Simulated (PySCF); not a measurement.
# Complexes of acetylene

Gas-phase complexes of acetylene, each in one structure from a short search with a few starts, optimised by PBE0-D3(BJ)/def2-SVPD or PBE0-D3(BJ)/def2-TZVPD; other ways of binding may lie lower. Energies in kcal/mol, wB97M-D3(BJ)/def2-TZVPD, counterpoise-corrected (PySCF): interaction is complex less parts frozen as they stand in it, binding adds what it costs to deform them. Contacts are written partner···acetylene; electrostatic, Pauli and orbital are terms of the uncorrected same energy, whose rest is dispersion or correlation.

1 other partner is left out, for which the search missed the form known or expected to bind best.

Frequency runs check only 4 of the 5 structures; these show no clear imaginary mode. 2 further partners within 0.25 kcal/mol of a listed one are not ranked.

**Question.** Order these partners of acetylene by binding energy, strongest first: GeH3F, isothiocyanic acid, beryllium hydride, chlorosilane, formaldehyde.

**Answer.** beryllium hydride (-9.7), isothiocyanic acid (-3.5), formaldehyde (-3.2), GeH3F (-2.6), chlorosilane (-1.9).
| partner | contact | distance (Å) | binding | interaction | electrostatic | Pauli | orbital |
| --- | --- | --- | --- | --- | --- | --- | --- |
| beryllium hydride | Be···C | 1.91 | -9.7 | -21.4 | -50.9 | 80.3 | -49.4 |
| isothiocyanic acid | H···C | 2.35 | -3.5 | -3.9 | -5.0 | 5.1 | -3.0 |
| formaldehyde | O···H | 2.31 | -3.2 | -3.2 | -4.4 | 3.7 | -1.4 |
| GeH3F | F···H | 2.16 | -2.6 | -2.8 | -4.1 | 3.5 | -1.3 |
| chlorosilane | Si···C | 3.60 | -1.9 | -2.0 | -2.6 | 3.0 | -0.9 |
